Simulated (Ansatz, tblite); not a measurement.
# The cluster Be₂S₂+: rung by rung

The task here is to estimate one member of a computed series from the others.

Computed with Ansatz 0.2.0, Gaussian basis. Level: as each input shows.

Levels to be run: GFN1-xTB, GFN2-xTB, PBE-D4/def2-TZVP, r2SCAN-D4/def2-TZVP, B2PLYP/def2-TZVP, HF/def2-TZVP, B3LYP-D4/def2-TZVP, PBE-QIDH/def2-TZVP, r2SCAN0-D4/def2-TZVP, PBE-D4/def2-SVP, PBE0-D4/def2-SVP, HF/STO-3G, CCSD(T)/def2-TZVPP, MP2/def2-TZVP, RPA/def2-TZVP.

**The geometry**

The doublet was relaxed beforehand with PBE0-D4/def2-TZVP. At that level it is the lowest of the isomers that a small search found.

4 atoms, charge 1, spin multiplicity 2.

Bond lengths: Be1–S3 1.938 Å, Be1–S4 1.938 Å, Be2–S3 1.938 Å, Be2–S4 1.938 Å. Angles: S3–Be1–S4 115.9°, S3–Be2–S4 115.9°, Be1–S3–Be2 64.1°, Be1–S4–Be2 64.1°.

The ion is computed in the gas phase, without counter-ions or solvent.

PBE0-D4/def2-TZVP was run before; its log isn't repeated, and its numbers join the tables.

Set-up of the first run:

Tight binding, by tblite at 300 K electronic temperature and without a spin-polarisation term:

```python
tblite.interface.Calculator('GFN1-xTB', numbers, positions, charge=1, uhf=1).singlepoint()
```

Tight binding, by tblite at 300 K electronic temperature and without a spin-polarisation term:

```python
tblite.interface.Calculator('GFN2-xTB', numbers, positions, charge=1, uhf=1).singlepoint()
```

start.molden holds the orbitals of an earlier run on this state, given as this run's starting guess.

in.yaml reads:

```yaml
crystal:
  periodic: [false, false, false]
  atoms:
    - {symbol: Be, position_ang: [-0.352588, 0.398715, 0.879670]}
    - {symbol: Be, position_ang: [0.354712, -0.397987, -0.879141]}
    - {symbol: S, position_ang: [-0.311046, 1.418998, -0.767849]}
    - {symbol: S, position_ang: [0.308923, -1.419727, 0.767330]}
basis:
  gaussian: {orbitals: def2-TZVP, initial_orbitals: start.molden}
total_charge: 1
magnetization: {spin_polarized: true, initial_magnetization: 1}
hamiltonian: {xc: pbe, dispersion: d4}
scf: {omitted_lower_state_checks: [starts]}
output: {forces: true, orbitals: {seedname: orbitals}}
```

Run with:

```bash
ansatz run in.yaml --threads 4 --pin off --events-out ev --progress --plain --max-ram 3916MiB
```

Among the steps run: PBE-D4/def2-TZVP; r2SCAN-D4/def2-TZVP; B2PLYP/def2-TZVP; HF/def2-TZVP; B3LYP-D4/def2-TZVP; PBE-QIDH/def2-TZVP; r2SCAN0-D4/def2-TZVP; PBE-D4/def2-SVP; PBE0-D4/def2-SVP; HF/STO-3G; CCSD(T)/def2-TZVPP; MP2/def2-TZVP; RPA/def2-TZVP.

One table of the session follows, with a row left open; its other results are not shown here.

It belongs to the step «Levels side by side». 

```
               level  HOMO (eV)  LUMO (eV)  gap (eV)
           HF/STO-3G     -13.49      -3.72      9.76
        HF/def2-TZVP     -14.69      -6.99      7.71
     PBE-D4/def2-SVP     -12.89     -11.85      1.05
    PBE-D4/def2-TZVP          ?          ?         ?
 r2SCAN-D4/def2-TZVP     -13.07     -11.49      1.58
  B3LYP-D4/def2-TZVP     -13.59     -11.01      2.58
    PBE0-D4/def2-SVP     -14.09     -11.06      3.03
   PBE0-D4/def2-TZVP     -13.76     -10.82      2.93
r2SCAN0-D4/def2-TZVP     -13.80     -10.68      3.13
```

Estimate the missing values for PBE-D4/def2-TZVP.

As computed: HOMO (eV): -12.68; LUMO (eV): -11.63; gap (eV): 1.04. In the column «HOMO (eV)» it is the highest.
